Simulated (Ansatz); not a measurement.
Input file for FH2Si (`F[SiH2]`) radical:

```yaml
crystal:
  periodic: [false, false, false]
  atoms:
    - {symbol: F, position_ang: [1.239939, 0.658375, -0.448719]}
    - {symbol: Si, position_ang: [-0.069520, -0.253761, -0.290350]}
    - {symbol: H, position_ang: [-1.250652, 0.651154, -0.217047]}
    - {symbol: H, position_ang: [0.080233, -1.055767, 0.956116]}
basis:
  gaussian: {orbitals: cc-pV(Q+d)Z}
magnetization: {spin_polarized: true, initial_magnetization: 1}
correlation: {method: ccsd_t}
scf: {omitted_lower_state_checks: [cluster_reference]}
```

```sh
$ ansatz run in.yaml --threads 2 --pin off --events-out ev --progress --plain --max-ram 32768MiB --backend cuda --devices 0, --max-vram 18GiB
```

The program prints (abridged):

```
Functional definition: HF
1079 factors; integrals over basis functions are off by at most 7.7e-4 eV
mean field evaluation 1: about -10600.3809 eV, gradient 1.9e1 eV
mean field evaluation 2: about -10600.3825 eV, gradient 1.9e1 eV
mean field evaluation 4: about -10601.9964 eV, gradient 2.0e0 eV
mean field evaluation 8: about -10602.0636 eV, gradient 1.5e-3 eV
mean field -10602.06358839 eV, -389.6186505365 hartree, gradient 5.0e-6 eV, S^2 0.753764; 0 other end points of the search recorded, 0 dependent functions left out
6 core orbitals not correlated: weight in the atoms' cores, before any rotation towards them, 1.000 or more for the frozen orbitals, at most 0.000 for the correlated occupied ones
reference -10602.06358839 eV, -389.6186505365 hartree; 7, 6 occupied and 166, 167 virtual orbitals, 1079 factors
second order -10.60457539 eV of doubles, -0.00000000 eV of singles
cycle   1  -10.67855485 eV  change   -7.4e-2 eV  update   7.2e-2
cycle   2  -10.93459432 eV  change   -2.6e-1 eV  update   2.4e-2
cycle   3  -11.00871093 eV  change   -7.4e-2 eV  update   1.3e-2
cycle   4  -10.99971632 eV  change    9.0e-3 eV  update   3.8e-3
cycle   5  -10.99950222 eV  change    2.1e-4 eV  update   1.9e-3
cycle   6  -11.00043651 eV  change   -9.3e-4 eV  update   6.1e-4
cycle   7  -11.00027279 eV  change    1.6e-4 eV  update   2.7e-4
cycle   8  -11.00028217 eV  change   -9.4e-6 eV  update   7.9e-5
cycle   9  -11.00031922 eV  change   -3.7e-5 eV  update   3.0e-5
cycle  10  -11.00030725 eV  change    1.2e-5 eV  update   1.3e-5
perturbative correction -0.33576155 eV, -0.0123390093 hartree
Total energy: -10613.39965719 eV, -390.0352433811 hartree
Checks for a lower state left out: cluster_reference
```

Run time 14 s (2 threads of an AMD EPYC 7R13 on a shared host and a share of an NVIDIA H100 80 GB); peak host memory 0.83 GiB.

MP2 recovers 93.5 % of the CCSD(T) correlation energy and the triples give 3.0 %; T1 = 0.0140.
